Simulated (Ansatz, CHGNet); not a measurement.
C axis length (Å) of solids drawn from the class of oxides, at two levels: the machine-learned potential CHGNet 0.3.0 (trained on PBE and PBE+U data), and r²SCAN in Ansatz (plane waves, PAW).

| solid | CHGNet 0.3.0 | r²SCAN | shift (%) |
|---|---|---|---|
| α-quartz (SiO2) | 5.542 | 5.416 | -2.27 |
| SiO₂ (P4₁2₁2, No. 92) | 7.146 | 6.921 | -3.15 |
| corundum (α-Al2O3) | 13.117 | 12.995 | -0.93 |
| rutile TiO₂ | 2.967 | 2.954 | -0.44 |
| A-type hexagonal La₂O₃ | 6.266 | 6.126 | -2.23 |
| rutile SnO₂ | 3.233 | 3.201 | -0.99 |
| corundum Ga₂O₃ (metastable phase) | 13.573 | 13.441 | -0.97 |
| stishovite (SiO2) | 2.697 | 2.669 | -1.04 |
| anatase TiO₂ (metastable phase) | 9.662 | 9.583 | -0.82 |
| rutile PbO₂ | 3.428 | 3.405 | -0.67 |

The shifts run from -3.15 % to -0.44 %, with a median of -0.98 %.

Of 10 rows, r²SCAN is the larger in 0 and the smaller in 10.

Database compounds that came out metallic weren't drawn.

Ansatz's runs of these crystals have no spin polarisation.

Spin–orbit coupling is left out, also for the solids with elements from indium on (A-type hexagonal La2O3, rutile SnO2, rutile PbO2); its size isn't shown.

Ansatz's density-functional and Hartree–Fock values are scalar-relativistic unless marked +SOC, with PAW data made under PBE.

Ansatz is a first-principles code.
